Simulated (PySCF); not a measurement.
**Core-level binding energies of `C/C=C(\C)Cl`**

C₄H₇Cl.
Numbering: `[CH3:1]/[CH:2]=[C:3](\[CH3:4])[Cl:5]`

Structure used (PBE0-D3(BJ)/def2-SVP), in Å, numbered top down from 1:
```
atom  x, y, z in Å
C1     1.2839   -0.1253   -0.2428
C2     0.2407    0.9272   -0.0644
C3    -1.0211    0.7395    0.3384
C4    -1.7014   -0.5351    0.7053
Cl5   -2.0727    2.1328    0.4772
H6     1.6539   -0.1365   -1.2814
H7     0.9230   -1.1345   -0.0048
H8     2.1580    0.0790    0.3974
H9     0.5403    1.9562   -0.2855
H10   -2.5754   -0.7051    0.0573
H11   -2.0714   -0.4891    1.7414
H12   -1.0254   -1.3948    0.6131
```

Computed with delta-SCF UKS SCAN, pcX-2 on the ionised atom, pcseg-1 elsewhere, spin-free X2C (PySCF). These are vertical core ionisation energies against the vacuum level, from separate self-consistent calculations with and without the core hole.

Q: Give the core binding energies atom by atom.

A: 
| atom(s) | environment | level | binding energy (eV) | 2p1/2 (eV) | above the level's lowest (eV) | count |
| --- | --- | --- | --- | --- | --- | --- |
| Cl5 | vinyl chlorine | Cl 1s | 2828.46 | – | 0.00 | 1 |
| C3 | vinylic C–Cl carbon | C 1s | 291.72 | – | +1.37 | 1 |
| C4 | allylic carbon | C 1s | 291.14 | – | +0.79 | 1 |
| C1 | allylic carbon | C 1s | 291.03 | – | +0.68 | 1 |
| C2 | alkene CH carbon | C 1s | 290.35 | – | 0.00 | 1 |
| Cl5 | vinyl chlorine | Cl 2p3/2 | 205.86 | 207.52 | 0.00 | 1 |

Lowest listed C 1s: C2, bonded to C (double bond), C and H. Highest, 1.37 eV above it: C3, bonded to Cl, C (double bond) and C. The widest gap between neighbouring values is 0.68 eV, between 290.35 and 291.03 eV. Summing the Pauling electronegativity differences to the bonded atoms, each weighted by its formal bond order, gives -0.35 for the lowest site and +0.61 for the highest; no listed site has a larger sum than the highest. The smallest sum, -1.05, belongs to C1, 0.68 eV above the lowest.

Q: Express the binding energy of C 1s of C2 in atomic units and per mole.

A: 290.35 eV = 10.6702 Eh = 28015 kJ/mol.

2p3/2 and 2p1/2 are the ΔSCF energy of one spin-free 2p hole plus the eigenvalues of a spin–orbit and ligand-field matrix of the shell. 2p1/2 minus 2p3/2 (ligand field included): Cl 1.65 eV. Isolated species at its PBE0-D3(BJ)/def2-SVP geometry, gas phase.
